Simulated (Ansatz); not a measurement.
in.yaml

```yaml
crystal:
  periodic: [false, false, false]
  atoms:
    - {symbol: C, position_ang: [0.000000, 0.000000, 0.304821]}
    - {symbol: H, position_ang: [0.000000, 0.000000, -1.703179]}
    - {symbol: H, position_ang: [0.000000, 0.000000, 1.398358]}
basis:
  gaussian: {orbitals: def2-SVPD}
total_charge: 1
magnetization: {spin_polarized: false, initial_magnetization: 1}
correlation: {active_space: {window: {electrons: 3, orbitals: 4}}}
scf: {lower_state_search: light}
```

```sh
$ ansatz run in.yaml --threads 1 --pin off --events-out ev --progress --plain --max-ram 2393MiB
```

Log:

```
364 factors; integrals over basis functions are off by at most 3.5e-4 eV
mean field evaluation 1: about -1043.3888 eV, gradient 1.2e1 eV
mean field evaluation 2: about -1043.3886 eV, gradient 1.2e1 eV
mean field evaluation 4: about -1044.1678 eV, gradient 1.1e0 eV
mean field evaluation 8: about -1044.1779 eV, gradient 2.8e-4 eV
mean field evaluation 16: about -1044.1779 eV, gradient 6.4e-4 eV
mean field evaluation 32: about -1043.1765 eV, gradient 2.4e-2 eV
mean field -1044.17792541 eV, -38.3728309897 hartree, gradient 1.6e-6 eV, S^2 0.750000; 4 other end points of the search recorded, 0 dependent functions left out
reference -1044.17792541 eV, -38.3728309897 hartree; 4, 3 occupied and 32, 33 virtual orbitals, 364 factors
state -1045.57513974 eV, -38.4241776690 hartree
Total energy: -1045.57513974 eV, -38.4241776690 hartree
```

Ran on 1 thread of Intel Xeon, shared host: 0.69 s wall, 0.14 GiB peak host memory.
